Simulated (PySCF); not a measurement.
Species: C5H7N.
SMILES with atom numbers: `[H]/[N:6]=[CH:5]/[CH:4]=[CH:3]\[CH:2]=[CH2:1]` (hydrogens: H7, H8 on C1; H9 on C2; H10 on C3; H11 on C4; H12 on C5; H13 on N6)

Computed by this run: PySCF, PBE0-D3(BJ)/def2-SVP geometry optimisation, gas phase; density fitting, grid level 1; the optimiser is geomeTRIC in internal coordinates, started from an MMFF94s structure.

Step 0: E = -6774.5437 eV
```
atom  x, y, z in Å  |  force x, y, z in eV/Å
C1     -2.4471   -0.8873   -0.0428    0.072  -0.202  -0.104
C2     -1.1376   -0.6192   -0.1156   -0.207   0.138   0.094
C3     -0.5683    0.6162    0.3709   -0.301  -0.026   0.035
C4      0.7186    0.9908    0.3508    1.117  -0.415  -0.361
C5      1.8397    0.1991   -0.1845    0.710   0.527   0.139
N6      3.0504    0.6443   -0.1605   -0.913  -0.178   0.050
H7     -2.8390   -1.8275   -0.4193   -0.142  -0.201  -0.071
H8     -3.1604   -0.1909    0.3870   -0.155   0.240   0.135
H9     -0.4868   -1.3664   -0.5596    0.254  -0.154  -0.110
H10    -1.2747    1.3243    0.8051   -0.200   0.077   0.066
H11     1.0056    1.9576    0.7553    0.090   0.228   0.092
H12     1.6176   -0.7914   -0.6099   -0.237  -0.102  -0.011
H13     3.6820   -0.0494   -0.5768   -0.089   0.067   0.045
```

Step 1: E = -6774.5605 eV
```
atom  x, y, z in Å  |  force x, y, z in eV/Å
C1     -2.4594   -0.8740   -0.0919    0.000   0.015   0.003
C2     -1.1375   -0.6414   -0.0769    0.045   0.026   0.033
C3     -0.5524    0.5948    0.4146   -0.071  -0.038  -0.005
C4      0.7520    0.9513    0.4012   -0.189   0.066   0.024
C5      1.8528    0.1743   -0.1431   -0.123   0.036  -0.187
N6      2.9993    0.7117   -0.2815    0.238  -0.032   0.097
H7     -2.8701   -1.8132   -0.4711    0.006   0.021   0.008
H8     -3.1731   -0.1246    0.2682    0.030  -0.031   0.006
H9     -0.4653   -1.4185   -0.4564    0.002   0.024   0.003
H10    -1.2690    1.3198    0.8191    0.016  -0.017   0.008
H11     1.0385    1.9383    0.7800    0.012  -0.044  -0.016
H12     1.6328   -0.8596   -0.4663   -0.009  -0.029   0.053
H13     3.6514    0.0410   -0.6960    0.043   0.003  -0.028
```

Step 2: E = -6774.5616 eV
```
atom  x, y, z in Å  |  force x, y, z in eV/Å
C1     -2.4314   -0.8935   -0.0828   -0.015  -0.025   0.007
C2     -1.1187   -0.6164   -0.0932   -0.119   0.015   0.020
C3     -0.5704    0.6300    0.4071    0.112  -0.144  -0.037
C4      0.7324    0.9900    0.3822    0.209   0.239  -0.030
C5      1.8279    0.2032   -0.1704    0.097  -0.348   0.017
N6      3.0225    0.6476   -0.2508   -0.183   0.198   0.099
H7     -2.8215   -1.8375   -0.4698    0.002  -0.005   0.005
H8     -3.1583   -0.1783    0.3150   -0.002   0.003  -0.005
H9     -0.4264   -1.3618   -0.4978   -0.026   0.029  -0.008
H10    -1.2933    1.3338    0.8353    0.022  -0.012  -0.003
H11     1.0305    1.9638    0.7818   -0.008   0.030  -0.010
H12     1.5678   -0.8215   -0.4948   -0.030   0.015  -0.077
H13     3.6390   -0.0593   -0.6618   -0.058   0.003   0.022
```

**Question.** Estimate the geometry and energy of step 3. (The exact step hangs on the optimiser's Hessian estimate; all steps are aligned on step 2, rigid shifts and turns removed.)

**Answer.** E = -6774.5705 eV, largest force 0.167 eV/Å
```
atom  x, y, z in Å  |  force x, y, z in eV/Å
C1     -2.4513   -0.8861   -0.0750   -0.007  -0.008   0.014
C2     -1.1350   -0.6273   -0.0965   -0.006   0.003  -0.002
C3     -0.5624    0.6117    0.3952    0.025  -0.033   0.028
C4      0.7401    0.9741    0.3714    0.029   0.046  -0.070
C5      1.8414    0.1928   -0.1766    0.059  -0.094   0.124
N6      3.0215    0.6766   -0.2338   -0.069   0.034   0.010
H7     -2.8574   -1.8257   -0.4560    0.004  -0.007   0.003
H8     -3.1649   -0.1599    0.3263   -0.005   0.008  -0.003
H9     -0.4574   -1.3838   -0.5043    0.001   0.006  -0.021
H10    -1.2783    1.3214    0.8247    0.000   0.006   0.006
H11     1.0339    1.9490    0.7716    0.001   0.013  -0.020
H12     1.6034   -0.8354   -0.5077   -0.017   0.032  -0.075
H13     3.6664   -0.0073   -0.6393   -0.016  -0.007   0.006
```

The energy changes by -0.0089 eV. The first-order estimate −F·Δx gives -0.0156 eV and the mean of the old and new forces, exact on a quadratic surface, -0.0089 eV. The step makes an angle of 77° with the force vector and moves no atom by more than 0.063 Å.

What follows is the cost of the whole optimisation. On x86-64 server, one thread, no GPU, shared host, this took 45 s.
